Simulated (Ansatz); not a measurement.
**hcp Ti**

All values below come from HSE06 (plane waves, PAW; Ansatz, a program for electronic structure).

Numerical settings: plane-wave cutoff 500 eV, 6×6×1 k mesh (along the axes of the cell as run), Fermi–Dirac smearing 0.1 eV, scalar-relativistic PAW data made under PBE.

Cell: relaxed with r²SCAN.

| Property | Value |
|---|---|
| surface energy of the (11-20) face | 2.03 J/m² |
| work function of the (11-20) face | 3.24 eV |

Note: exact exchange on metals is sensitive to the k mesh and can open a false gap; the run warned that the count of filled bands differs between k points.

The slab of 16 atoms is relaxed and unreconstructed.

Computed values are for the static lattice.
